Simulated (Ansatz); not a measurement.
# The aluminium atom (doublet): from Hartree-Fock to the top rungs, cc-pV(T+d)Z

The task here is to estimate one member of a computed series from the others.

Program: Ansatz 0.2.0, Gaussian basis. Level of theory: cc-pV(T+d)Z, core rule «outside noble gas», up to 5 orbitals frozen. These are calculated values, not measurements.

Plan: CCSD(T) on UHF; BCCD(T) on ROHF; CISD; CCSDT on ROHF; CCSDT on UHF; CASSCF and MRCISD+Q, 3 electrons in 4 orbitals; CASSCF and MRCISD+Q(relaxed), 3 electrons in 4 orbitals; CASSCF and NEVPT4(SD), 3 electrons in 4 orbitals; CASSCF and NEVPT2, 3 electrons in 4 orbitals; Full CI.

### The atom

A free atom, in its lowest state of this spin that the program finds.

1 atom, charge 0, spin multiplicity 2.

Set-up of the first run:

in.yaml

```yaml
crystal:
  periodic: [false, false, false]
  atoms:
    - {symbol: Al, position_ang: [0.000000, 0.000000, 0.000000]}
basis:
  gaussian: {orbitals: "cc-pV(T+d)Z.json"}
magnetization: {spin_polarized: true, initial_magnetization: 1}
correlation: {method: ccsd_t, electrons: outside_noble_gas}
```

Run with:

```
$ ansatz run in.yaml --threads 1 --pin off --events-out ev --progress --plain --max-ram 2393MiB
```

Among the steps run: CCSD(T) on UHF; BCCD(T) on ROHF; CISD; CCSDT on ROHF; CCSDT on UHF; CASSCF and MRCISD+Q, 3 electrons in 4 orbitals; CASSCF and MRCISD+Q(relaxed), 3 electrons in 4 orbitals; CASSCF and NEVPT4(SD), 3 electrons in 4 orbitals; CASSCF and NEVPT2, 3 electrons in 4 orbitals; Full CI.

One of the session's tables, all rows but one given; the rest of the session is left out.

```
                   method  from FCI (meV)
                      UHF         +1433.6
                     UMP2          +457.5
                    UCCSD           +43.7
                 UCCSD(T)           +12.5
                  BCCD(T)           +13.4
                   UCCSDT               ?
           CASSCF valence          +888.5
           NEVPT2 valence          +240.7
       NEVPT4(SD) valence           +27.8
           MRCISD valence           +13.5
         MRCISD+Q valence           -24.4
MRCISD+Q(relaxed) valence           -29.9
                      FCI               0
```

Estimate the missing values for UCCSDT.

**Answer.** from FCI (meV): -0.5. In the column «from FCI (meV)» it lies between MRCISD+Q valence (-24.4) and FCI (0).

Not comparable, so not listed: CISD; CCSDT on ROHF (they don't share determinant, frozen orbitals or solution with the rows shown, or repeat one).

Limits of these values: MRCISD+Q valence, MRCISD+Q(relaxed) valence fall below full CI: the +Q correction isn't variational, and the cores differ from full CI's. Levels on UHF freeze UHF's core orbitals, full CI those of ROHF, so the U rows can settle a little off it for that reason alone.
